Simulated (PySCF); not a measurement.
# Quadrupole coupling of `CC(C)(C)C#N`: levels of theory against gas-phase measurements

Values to reproduce (atoms as numbered below): 14N at N6: χzz = -4.2143 MHz [1].
[1] measured, gas; W. C. Bailey, Calculation of NQCC in Gaseous State Molecules (compilation of microwave values)

C5H9N.
Geometry (PBE0-D3(BJ)/def2-SVP, Å), atoms numbered from 1 in this order:
```xyz
15
C5H9N angstrom
C      0.816    1.239    0.053
C     -0.122    0.028    0.150
C     -0.960   -0.106   -1.128
C      0.686   -1.255    0.396
C     -1.031    0.232    1.289
N     -1.742    0.387    2.189
H      0.249    2.168   -0.105
H      1.415    1.352    0.968
H      1.503    1.104   -0.797
H     -1.645   -0.964   -1.067
H     -0.292   -0.256   -1.991
H     -1.557    0.800   -1.307
H      1.281   -1.179    1.317
H      0.026   -2.130    0.482
H      1.373   -1.419   -0.449
```

**Question.** What do the calculations give?

**Answer.** PySCF, non-relativistic, all at one geometry, with Q(14N) = 0.02044 b:

```tsv
level	functions	14N N6 (MHz)	computed/reference − 1 (%)
PBE0/6-311+G(2d,p)	216	-4.409	+4.6
PBE0/def2-TZVP	240	-4.475	+6.2
KT2/pcJ-1	252	-4.308	+2.2
PBE0/STO-3G	39	-1.171	-72.2
PBE0/6-31G*	102	-3.457	-18.0
HF/pcJ-1	252	-4.908	+16.5
B3LYP/def2-TZVP	240	-4.626	+9.8
PBE0/def2-SVP	129	-3.786	-10.2
PBE0/pcJ-1	252	-4.329	+2.7
PBE0/6-31G	72	-3.151	-25.2
PBE/pcJ-1	252	-4.145	-1.7
B3LYP/cc-pVTZ	306	-4.639	+10.1
BHandHLYP/pcJ-1	252	-4.688	+11.2
B3LYP/pcJ-0	105	-4.550	+8.0
B97-2/pcJ-1	252	-4.227	+0.3
B3LYP/6-31G*	102	-3.565	-15.4
```

Closest here is B97-2/pcJ-1 (0.3 % unsigned error), furthest PBE0/STO-3G (72.2 %); one molecule doesn't rank methods. Computed values are for fixed nuclei, while measured ones can include vibrational averaging.
